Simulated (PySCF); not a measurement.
# How the method changes the constants of BCl⁻

State: ²Π (doublet), unpaired electrons π ↑. Set-up: PySCF, no relativity, basis sets B aug-cc-pVDZ, Cl aug-cc-pV(D+d)Z. De refers to B + Cl⁻ in their high-spin ground configurations, without counterpoise correction. The functionals are run spin-unrestricted. A positive dipole points towards Cl; it is taken about the centre of mass and depends on that origin.

```csv
Level,Re (Å),ωe (cm⁻¹),De (eV),μ (D)
UHF,1.979,395,n/a,4.78
UHF-MP2,1.913,490,1.37,n/a
UHF-SCS-MP2,1.927,470,1.25,n/a
UHF-CCSD,1.939,461,n/a,n/a
UHF-CCSD(T),1.936,467,n/a,n/a
LDA,1.848,575,2.39,6.43
PBE,1.891,520,1.96,6.09
TPSS,1.925,474,1.74,5.65
r²SCAN,1.898,510,1.83,5.93
TPSSh,1.922,479,1.69,5.55
PBE0,1.890,521,1.78,5.78
HSE06,1.893,515,1.77,5.78
```

What does a quarter of exact exchange do here, going from PBE to PBE0?

PBE0 less PBE: -0.1 pm in Re, +0.2 % in ωe, -0.18 eV in De. Exact exchange removes part of the self-interaction that spreads semilocal densities, and in most molecules shortens and stiffens the bond and lowers De; so it does here.

What does the step from GGA to meta-GGA do here, going from PBE to r²SCAN?

r²SCAN less PBE: +0.7 pm in Re, -1.9 % in ωe, -0.13 eV in De. 

What does the triples do here, going from UHF-CCSD to UHF-CCSD(T)?

UHF-CCSD(T) less UHF-CCSD: -0.3 pm in Re, +1.3 % in ωe. Correlation nearly always deepens the well. The bond shortens, as in weak, metallic or heavy-atom bonds, where dispersion and the correlation of outer-core electrons pull the atoms together.

Correlated steps freeze 6 core orbitals. Correlated levels converge slowly with the basis: in double zeta they bind strong bonds too weakly, by up to about 1 eV, and carry superposition errors of some tenths. For an ion De counts to the pair picked by the measured ionisation energies or electron affinities, which need not be the lowest pair at this level. The highest Kohn–Sham level is positive in this anion. Much of that is self-interaction error, but it also means that the finite basis helps to hold the extra electron. The state is the lowest determinant that a PBE0 search found; another state may lie lower at other levels.

The whole job (state search and all levels along the bond) took about 2.6 min on 1 thread of Intel Xeon Platinum 8488C (shared host), peak memory 0.71 GiB.
